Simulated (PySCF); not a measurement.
# S, S⁺: ionisation energy in 6-31G*

Aim: the ionisation energy of sulfur from differences of total energies, at each level of theory, and how far each lands from the tabulated value where there is one.

The numbers are computed with PySCF 2.14.0 (unrestricted determinants in a Gaussian basis, no spin-orbit coupling in the energies), except any that are marked as measured or tabulated.

**1. Starting point**

```
Element                                   : sulfur (Z = 16)
Basis                                     : 6-31G* (4s3p1d, 18 functions)
Hamiltonian                               : the non-relativistic Hamiltonian (point nucleus)
State 1                                   : S: [Ne] 3s2 3p4, high-spin 3P determinant
State 2                                   : S⁺: [Ne] 3s2 3p3, high-spin 4S determinant
Methods                                   : UHF, r2SCAN, M06-L, MP2, CCSD(T)
Core shells frozen in the correlated runs : valence: [Ne] (for S)
```

The outer shells:

S [Ne] 3s2 3p4
```
[Ne] core
3s [↑↓]
3p [↑↓][↑ ][↑ ]
```

S+ [Ne] 3s2 3p3
```
[Ne] core
3s [↑↓]
3p [↑ ][↑ ][↑ ]
```

The runs were made by one driver on top of PySCF. The scripts below sum up each run's settings (the driver also hands on starting orbitals that pick excited configurations, and frozen orbitals as a list rather than a count), and the logs come from the driver's own runs. The driver starts from symmetry-adapted Hartree-Fock orbitals, holds the occupation by maximum overlap and uses a logarithmic radial grid for functionals, so a plain start would take other cycles.

It was started by

```console
> OMP_NUM_THREADS=1 python atomrun2.py TASK.json OUT
```

The integrals over 18 functions and the set-up took 0.03 s of CPU time.

**2. S**

**UHF**

input.py reads:

```python
from pyscf import gto, scf, dft, mp, cc
import basis_set_exchange as bse
mol = gto.M(atom="S 0 0 0", charge=0, spin=2, symmetry="D2h",
            basis=gto.basis.parse(bse.get_basis("6-31G*", elements=["S"], fmt="nwchem", header=False)))
mf = scf.UHF(mol)
mf.irrep_nelec = {'Ag': (3, 3), 'B1u': (2, 1), 'B2u': (2, 2), 'B3u': (2, 1)}
mf.kernel()
```

Output:

```text
damping factor = 0
level_shift factor = 0
DIIS = <class 'pyscf.scf.diis.CDIIS'>
diis_start_cycle = 1
diis_space = 10
diis_damp = 0
SCF conv_tol = 1e-09
SCF conv_tol_grad = None
number electrons alpha = 9  beta = 7
cycle= 1 E= -397.474268334989  delta_E= -0.00285  |g|= 0.0207  |ddm|= 0.043
cycle= 2 E= -397.474581378132  delta_E= -0.000313  |g|= 0.00728  |ddm|= 0.0159
cycle= 3 E= -397.474633285226  delta_E= -5.19e-05  |g|= 0.001  |ddm|= 0.0113
cycle= 4 E= -397.474635397915  delta_E= -2.11e-06  |g|= 0.000151  |ddm|= 0.00434
cycle= 5 E= -397.474635438071  delta_E= -4.02e-08  |g|= 4.44e-05  |ddm|= 0.00056
cycle= 6 E= -397.474635441597  delta_E= -3.53e-09  |g|= 3.84e-06  |ddm|= 0.0002
cycle= 7 E= -397.474635441621  delta_E= -2.39e-11  |g|= 6.43e-07  |ddm|= 1.3e-05
converged SCF energy = -397.474635441621  <S^2> = 2.0056942  2S+1 = 3.0037937
```

Time after the integrals: 0.05 s (1 thread of Intel Xeon Platinum 8488C, shared host).

The occupied shells:

```csv
shell,electrons,mean orbital energy (eV),spread (eV),rms radius (bohr)
1s α,1,-2503.3,0,0.113
1s β,1,-2502.8,0,0.113
2s α,1,-245.11,0,0.518
2s β,1,-244.59,0,0.518
2p α,3,-182.13,0.586,0.491
2p β,3,-181.23,0.368,0.491
3s α,1,-26.862,0,1.86
3s β,1,-20.971,0,1.86
3p α,3,-12.530,1.819,2.24
3p β,1,-10.110,0,2.24
```

⟨S²⟩ = 2.006, ⟨L²⟩ = 2.02.

**r2SCAN**

input.py, as changed from the run before:

```diff
@@ -4,3 +4,3 @@
             basis=gto.basis.parse(bse.get_basis("6-31G*", elements=["S"], fmt="nwchem", header=False)))
-mf = scf.UHF(mol)
+mf = dft.UKS(mol, xc="R2SCAN")
 mf.irrep_nelec = {'Ag': (3, 3), 'B1u': (2, 1), 'B2u': (2, 2), 'B3u': (2, 1)}
```

Output:

```text
damping factor = 0
level_shift factor = 0
DIIS = <class 'pyscf.scf.diis.CDIIS'>
diis_start_cycle = 1
diis_space = 10
diis_damp = 0
SCF conv_tol = 1e-09
SCF conv_tol_grad = None
number electrons alpha = 9  beta = 7
XC functionals = R2SCAN
    J. W. Furness, A. D. Kaplan, J. Ning, J. P. Perdew, and J. Sun.,  J. Phys. Chem. Lett. 11, 8208-8215 (2020)
    J. W. Furness, A. D. Kaplan, J. Ning, J. P. Perdew, and J. Sun.,  J. Phys. Chem. Lett. 11, 9248-9248 (2020)
    J. W. Furness, A. D. Kaplan, J. Ning, J. P. Perdew, and J. Sun.,  J. Phys. Chem. Lett. 11, 8208-8215 (2020)
    J. W. Furness, A. D. Kaplan, J. Ning, J. P. Perdew, and J. Sun.,  J. Phys. Chem. Lett. 11, 9248-9248 (2020)
cycle= 1 E= -398.054889099496  delta_E= -0.00305  |g|= 0.00908  |ddm|= 0.0699
cycle= 2 E= -398.054955679259  delta_E= -6.66e-05  |g|= 0.00353  |ddm|= 0.023
cycle= 3 E= -398.054965715344  delta_E= -1e-05  |g|= 0.0011  |ddm|= 0.0095
cycle= 4 E= -398.054966758866  delta_E= -1.04e-06  |g|= 9.81e-05  |ddm|= 0.00233
cycle= 5 E= -398.054966774977  delta_E= -1.61e-08  |g|= 1.23e-05  |ddm|= 0.000358
cycle= 6 E= -398.054966775259  delta_E= -2.82e-10  |g|= 2.66e-07  |ddm|= 5.89e-05
converged SCF energy = -398.054966775259  <S^2> = 2.0035806  2S+1 = 3.0023861
```

Time after the integrals: 0.15 s (1 thread of Intel Xeon Platinum 8488C, shared host).

**M06-L**

input.py, as changed from the run before:

```diff
@@ -4,3 +4,3 @@
             basis=gto.basis.parse(bse.get_basis("6-31G*", elements=["S"], fmt="nwchem", header=False)))
-mf = dft.UKS(mol, xc="R2SCAN")
+mf = dft.UKS(mol, xc="M06L")
 mf.irrep_nelec = {'Ag': (3, 3), 'B1u': (2, 1), 'B2u': (2, 2), 'B3u': (2, 1)}
```

Output:

```text
damping factor = 0
level_shift factor = 0
DIIS = <class 'pyscf.scf.diis.CDIIS'>
diis_start_cycle = 1
diis_space = 10
diis_damp = 0
SCF conv_tol = 1e-09
SCF conv_tol_grad = None
number electrons alpha = 9  beta = 7
XC functionals = M06L
    Y. Zhao and D. G. Truhlar.,  J. Chem. Phys. 125, 194101 (2006)
    Y. Zhao and D. G. Truhlar.,  J. Chem. Phys. 125, 194101 (2006)
    Y. Zhao and D. G. Truhlar.,  Theor. Chem. Acc. 120, 215 (2008)
cycle= 1 E= -398.07704909259  delta_E= -0.00245  |g|= 0.00929  |ddm|= 0.083
cycle= 2 E= -398.077111345834  delta_E= -6.23e-05  |g|= 0.00454  |ddm|= 0.0302
cycle= 3 E= -398.07712772987  delta_E= -1.64e-05  |g|= 0.000432  |ddm|= 0.0105
cycle= 4 E= -398.077127868586  delta_E= -1.39e-07  |g|= 3.2e-05  |ddm|= 0.000843
cycle= 5 E= -398.077127869521  delta_E= -9.35e-10  |g|= 4.92e-07  |ddm|= 7.35e-05
converged SCF energy = -398.077127869521  <S^2> = 2.0043416  2S+1 = 3.002893
```

Time after the integrals: 0.13 s (1 thread of Intel Xeon Platinum 8488C, shared host).

**MP2 (valence)**

input.py, as changed from the run before:

```diff
@@ -4,4 +4,5 @@
             basis=gto.basis.parse(bse.get_basis("6-31G*", elements=["S"], fmt="nwchem", header=False)))
-mf = dft.UKS(mol, xc="M06L")
+mf = scf.UHF(mol)
 mf.irrep_nelec = {'Ag': (3, 3), 'B1u': (2, 1), 'B2u': (2, 2), 'B3u': (2, 1)}
 mf.kernel()
+mp.UMP2(mf, frozen=5).kernel()
```

The driver printed no log here.

Time after the integrals: 0.01 s (1 thread of Intel Xeon Platinum 8488C, shared host).

With 6 electrons correlated, the MP2 correlation energy is -0.07629 hartree (-0.01792 same spin, -0.05837 opposite spin); the SCS form gives -0.07601. Largest pairs of shells: 3s-3p -0.0349, 3p-3p -0.0338, 3s-3s -0.0075.

**CCSD(T) (valence)**

input.py, as changed from the run before:

```diff
@@ -7,2 +7,3 @@
 mf.kernel()
-mp.UMP2(mf, frozen=5).kernel()
+mycc = cc.CCSD(mf, frozen=5).run()
+mycc.ccsd_t()
```

Output:

```text
CC2 = 0
CCSD nocc = (np.int64(4), np.int64(2)), nmo = (13, 13)
frozen orbitals [[0, 1, 2, 3, 4], [0, 1, 2, 3, 4]]
max_cycle = 100
direct = 0
conv_tol = 1e-08
conv_tol_normt = 1e-06
diis_space = 8
diis_start_cycle = 0
Init t2, MP2 energy = -0.0762864650457033
Init E_corr(UCCSD) = -0.0762864650461087
cycle = 1  E_corr(UCCSD) = -0.0898585469045156  dE = -0.0135720819  norm(t1,t2) = 0.037085
cycle = 2  E_corr(UCCSD) = -0.0927510575850922  dE = -0.00289251068  norm(t1,t2) = 0.0111909
cycle = 3  E_corr(UCCSD) = -0.0939445299765508  dE = -0.00119347239  norm(t1,t2) = 0.00409958
cycle = 4  E_corr(UCCSD) = -0.0939239681684529  dE = 2.05618081e-05  norm(t1,t2) = 0.000585177
cycle = 5  E_corr(UCCSD) = -0.093927454121452  dE = -3.485953e-06  norm(t1,t2) = 0.000182033
cycle = 6  E_corr(UCCSD) = -0.0939264359906755  dE = 1.01813078e-06  norm(t1,t2) = 4.11167e-05
cycle = 7  E_corr(UCCSD) = -0.0939268727891034  dE = -4.36798428e-07  norm(t1,t2) = 6.38813e-06
cycle = 8  E_corr(UCCSD) = -0.0939267342330514  dE = 1.38556052e-07  norm(t1,t2) = 1.14201e-06
cycle = 9  E_corr(UCCSD) = -0.0939267697955316  dE = -3.55624802e-08  norm(t1,t2) = 2.18723e-07
cycle = 10  E_corr(UCCSD) = -0.0939267640437656  dE = 5.75176602e-09  norm(t1,t2) = 3.33004e-08
UCCSD converged
E(UCCSD) = -397.5685622056649  E_corr = -0.0939267640437656
UCCSD(T) correction = -0.00134427416685577
```

It took 0.07 s on 1 thread of Intel Xeon Platinum 8488C, shared host, the integrals not counted.

CCSD correlation -0.09393 hartree, triples -0.00134; total -397.569906. T1 = 0.006, largest double amplitude 0.045.

Radial density 4πr²ρ of S at UHF:

```csv
r (bohr),density,spin density
0.00182,0.103,0.000
0.00306,0.284,0.000
0.00515,0.756,0.000
0.00866,1.90,0.000
0.0146,4.47,0.000
0.0245,9.21,0.001
0.0412,15.4,0.005
0.0693,18.3,0.020
0.117,14.2,0.073
0.196,12.7,0.180
0.330,17.7,0.186
0.555,10.7,0.003
0.933,2.95,0.430
1.57,3.52,1.130
2.64,1.45,0.521
4.44,0.123,0.045
7.47,0.000175,0.000
```

**3. S⁺, method by method**

**UHF**

input.py reads:

```python
from pyscf import gto, scf, dft, mp, cc
import basis_set_exchange as bse
mol = gto.M(atom="S 0 0 0", charge=1, spin=3, symmetry="D2h",
            basis=gto.basis.parse(bse.get_basis("6-31G*", elements=["S"], fmt="nwchem", header=False)))
mf = scf.UHF(mol)
mf.irrep_nelec = {'Ag': (3, 3), 'B1u': (2, 1), 'B2u': (2, 1), 'B3u': (2, 1)}
mf.kernel()
```

Output:

```text
damping factor = 0
level_shift factor = 0
DIIS = <class 'pyscf.scf.diis.CDIIS'>
diis_start_cycle = 1
diis_space = 10
diis_damp = 0
SCF conv_tol = 1e-09
SCF conv_tol_grad = None
number electrons alpha = 9  beta = 6
cycle= 1 E= -397.138465578809  delta_E= -2.01e-09  |g|= 1.57e-05  |ddm|= 0.000112
cycle= 2 E= -397.138465579087  delta_E= -2.78e-10  |g|= 5.86e-06  |ddm|= 4.17e-05
converged SCF energy = -397.138465579087  <S^2> = 3.7508056  2S+1 = 4.0004028
```

It took 0.03 s on 1 thread of Intel Xeon Platinum 8488C, shared host, the integrals not counted.

Orbital energies by shell (radii are means over both spins):

```csv
shell,electrons,mean orbital energy (eV),spread (eV),rms radius (bohr)
1s α,1,-2515.1,0,0.113
1s β,1,-2514.3,0,0.113
2s α,1,-256.82,0,0.518
2s β,1,-255.95,0,0.518
2p α,3,-193.93,0,0.491
2p β,3,-192.40,0,0.491
3s α,1,-38.426,0,1.79
3s β,1,-29.026,0,1.79
3p α,3,-23.455,0,2.04
```

⟨S²⟩ = 3.751, ⟨L²⟩ = 0.00.

**r2SCAN**

input.py, as changed from the run before:

```diff
@@ -4,3 +4,3 @@
             basis=gto.basis.parse(bse.get_basis("6-31G*", elements=["S"], fmt="nwchem", header=False)))
-mf = scf.UHF(mol)
+mf = dft.UKS(mol, xc="R2SCAN")
 mf.irrep_nelec = {'Ag': (3, 3), 'B1u': (2, 1), 'B2u': (2, 1), 'B3u': (2, 1)}
```

Output:

```text
damping factor = 0
level_shift factor = 0
DIIS = <class 'pyscf.scf.diis.CDIIS'>
diis_start_cycle = 1
diis_space = 10
diis_damp = 0
SCF conv_tol = 1e-09
SCF conv_tol_grad = None
number electrons alpha = 9  beta = 6
XC functionals = R2SCAN
    J. W. Furness, A. D. Kaplan, J. Ning, J. P. Perdew, and J. Sun.,  J. Phys. Chem. Lett. 11, 8208-8215 (2020)
    J. W. Furness, A. D. Kaplan, J. Ning, J. P. Perdew, and J. Sun.,  J. Phys. Chem. Lett. 11, 9248-9248 (2020)
    J. W. Furness, A. D. Kaplan, J. Ning, J. P. Perdew, and J. Sun.,  J. Phys. Chem. Lett. 11, 8208-8215 (2020)
    J. W. Furness, A. D. Kaplan, J. Ning, J. P. Perdew, and J. Sun.,  J. Phys. Chem. Lett. 11, 9248-9248 (2020)
cycle= 1 E= -397.676119724988  delta_E= -0.00107  |g|= 0.00308  |ddm|= 0.0476
cycle= 2 E= -397.676122889839  delta_E= -3.16e-06  |g|= 0.000262  |ddm|= 0.00444
cycle= 3 E= -397.676122949832  delta_E= -6e-08  |g|= 6.66e-05  |ddm|= 0.000864
cycle= 4 E= -397.676122952621  delta_E= -2.79e-09  |g|= 8.15e-06  |ddm|= 0.000141
cycle= 5 E= -397.676122952695  delta_E= -7.38e-11  |g|= 6.22e-09  |ddm|= 3.26e-05
converged SCF energy = -397.676122952695  <S^2> = 3.7504441  2S+1 = 4.0002221
```

It took 0.13 s on 1 thread of Intel Xeon Platinum 8488C, shared host, the integrals not counted.

**M06-L**

input.py, as changed from the run before:

```diff
@@ -4,3 +4,3 @@
             basis=gto.basis.parse(bse.get_basis("6-31G*", elements=["S"], fmt="nwchem", header=False)))
-mf = dft.UKS(mol, xc="R2SCAN")
+mf = dft.UKS(mol, xc="M06L")
 mf.irrep_nelec = {'Ag': (3, 3), 'B1u': (2, 1), 'B2u': (2, 1), 'B3u': (2, 1)}
```

Output:

```text
damping factor = 0
level_shift factor = 0
DIIS = <class 'pyscf.scf.diis.CDIIS'>
diis_start_cycle = 1
diis_space = 10
diis_damp = 0
SCF conv_tol = 1e-09
SCF conv_tol_grad = None
number electrons alpha = 9  beta = 6
XC functionals = M06L
    Y. Zhao and D. G. Truhlar.,  J. Chem. Phys. 125, 194101 (2006)
    Y. Zhao and D. G. Truhlar.,  J. Chem. Phys. 125, 194101 (2006)
    Y. Zhao and D. G. Truhlar.,  Theor. Chem. Acc. 120, 215 (2008)
cycle= 1 E= -397.70199536708  delta_E= -0.0021  |g|= 0.00477  |ddm|= 0.108
cycle= 2 E= -397.702017763356  delta_E= -2.24e-05  |g|= 0.000917  |ddm|= 0.0173
cycle= 3 E= -397.702018345876  delta_E= -5.83e-07  |g|= 0.00013  |ddm|= 0.00218
cycle= 4 E= -397.702018355785  delta_E= -9.91e-09  |g|= 7.36e-06  |ddm|= 0.000315
cycle= 5 E= -397.702018355833  delta_E= -4.79e-11  |g|= 3.21e-08  |ddm|= 2.42e-05
converged SCF energy = -397.702018355833  <S^2> = 3.7519938  2S+1 = 4.0009968
```

It took 0.13 s on 1 thread of Intel Xeon Platinum 8488C, shared host, the integrals not counted.

**MP2 (valence)**

input.py, as changed from the run before:

```diff
@@ -4,4 +4,5 @@
             basis=gto.basis.parse(bse.get_basis("6-31G*", elements=["S"], fmt="nwchem", header=False)))
-mf = dft.UKS(mol, xc="M06L")
+mf = scf.UHF(mol)
 mf.irrep_nelec = {'Ag': (3, 3), 'B1u': (2, 1), 'B2u': (2, 1), 'B3u': (2, 1)}
 mf.kernel()
+mp.UMP2(mf, frozen=5).kernel()
```

This step left no log, only its results.

It took 0.01 s on 1 thread of Intel Xeon Platinum 8488C, shared host, the integrals not counted.

With 5 electrons correlated, the MP2 correlation energy is -0.06424 hartree (-0.01631 same spin, -0.04793 opposite spin); the SCS form gives -0.06296. Largest pairs of shells: 3s-3p -0.0420, 3p-3p -0.0146, 3s-3s -0.0076.

**CCSD(T) (valence)**

input.py, as changed from the run before:

```diff
@@ -7,2 +7,3 @@
 mf.kernel()
-mp.UMP2(mf, frozen=5).kernel()
+mycc = cc.CCSD(mf, frozen=5).run()
+mycc.ccsd_t()
```

Output:

```text
CC2 = 0
CCSD nocc = (np.int64(4), np.int64(1)), nmo = (13, 13)
frozen orbitals [[0, 1, 2, 3, 4], [0, 1, 2, 3, 4]]
max_cycle = 100
direct = 0
conv_tol = 1e-08
conv_tol_normt = 1e-06
diis_space = 8
diis_start_cycle = 0
Init t2, MP2 energy = -0.0642434749056758
Init E_corr(UCCSD) = -0.0642434749345998
cycle = 1  E_corr(UCCSD) = -0.0778989349501159  dE = -0.01365546  norm(t1,t2) = 0.0375788
cycle = 2  E_corr(UCCSD) = -0.0808604417787643  dE = -0.00296150683  norm(t1,t2) = 0.0102442
cycle = 3  E_corr(UCCSD) = -0.0819102148208764  dE = -0.00104977304  norm(t1,t2) = 0.00328704
cycle = 4  E_corr(UCCSD) = -0.0818919707074482  dE = 1.82441134e-05  norm(t1,t2) = 0.000321229
cycle = 5  E_corr(UCCSD) = -0.0818937112746388  dE = -1.74056719e-06  norm(t1,t2) = 4.51628e-05
cycle = 6  E_corr(UCCSD) = -0.081893122625291  dE = 5.88649348e-07  norm(t1,t2) = 9.97072e-06
cycle = 7  E_corr(UCCSD) = -0.0818933846709211  dE = -2.6204563e-07  norm(t1,t2) = 1.12162e-06
cycle = 8  E_corr(UCCSD) = -0.0818933208330377  dE = 6.38378834e-08  norm(t1,t2) = 1.79865e-07
cycle = 9  E_corr(UCCSD) = -0.0818933249026039  dE = -4.06956618e-09  norm(t1,t2) = 2.47782e-08
UCCSD converged
E(UCCSD) = -397.2203589039899  E_corr = -0.0818933249026039
UCCSD(T) correction = -0.000888533053595956
```

It took 0.06 s on 1 thread of Intel Xeon Platinum 8488C, shared host, the integrals not counted.

CCSD correlation -0.08189 hartree, triples -0.00089; total -397.221247. T1 = 0.004, largest double amplitude 0.058.

Radial density 4πr²ρ of S⁺ at UHF:

```csv
r (bohr),density,spin density
0.00182,0.103,0.000
0.00306,0.284,0.000
0.00515,0.757,0.000
0.00866,1.90,0.000
0.0146,4.47,0.001
0.0245,9.21,0.002
0.0412,15.4,0.008
0.0693,18.3,0.033
0.117,14.2,0.126
0.196,12.7,0.307
0.330,17.7,0.316
0.555,10.7,0.005
0.933,2.94,0.745
1.57,3.24,1.847
2.64,1.02,0.697
4.44,0.0473,0.038
7.47,5.89e-05,0.000
```

**4. Orbital energies side by side**

Highest occupied Hartree-Fock shell of each state: S 3p β at -10.110 eV; S⁺ 3p α at -23.455 eV.

**5. Differences of total energies**

Ionisation energy: S [Ne] 3s2 3p4 (3P) → S⁺ [Ne] 3s2 3p3 (4S).

```csv
method,value (eV),error (eV),"CPU time, both states (s)"
UHF,9.148,-1.188,0.08
r2SCAN,10.309,-0.027,0.28
M06-L,10.207,-0.128,0.26
MP2 (valence),9.475,-0.860,0.08
SCS-MP2 (valence),9.503,-0.833,0.08
CCSD (valence),9.475,-0.861,
CCSD(T) (valence),9.487,-0.848,0.21
```

Reference: 10.336 eV (measured; NIST levels, between the centres of gravity of the two terms). Errors of the correlated levels include the incompleteness of this basis.

Times are CPU seconds on a shared host without the integrals; correlated rows include their Hartree-Fock run, whose time holds the symmetry-adapted start and any spin-orbit constants, while functionals begin from orbitals already made.

**6. Summary of results**

| quantity | value |
| --- | --- |
| ionisation energy, S | UHF 9.148, CCSD(T) (valence) 9.487 eV; reference 10.336 |

Each level's miss and price (over 1 difference):

```csv
method,mean absolute miss against the measured value (with the measured fine structure taken into account where it is known) (eV),"CPU time, both states (s)"
UHF,1.188,0.08
r2SCAN,0.027,0.28
M06-L,0.128,0.26
MP2 (valence),0.860,0.08
SCS-MP2 (valence),0.833,0.08
CCSD (valence),0.861,
CCSD(T) (valence),0.848,0.21
```

What this shows: Against experiment r2SCAN comes closest (off by 0.03 eV) and UHF is farthest (1.19 eV). Hartree-Fock falls short because the species with more electrons holds more correlation energy, which it lacks. The basis is finite, and no extrapolation was made. The dearest level timed, r2SCAN, costs 3.5 times the cheapest, UHF, and differs from the measured value (with the measured fine structure taken into account where it is known) by 0.03 against 1.19 eV.
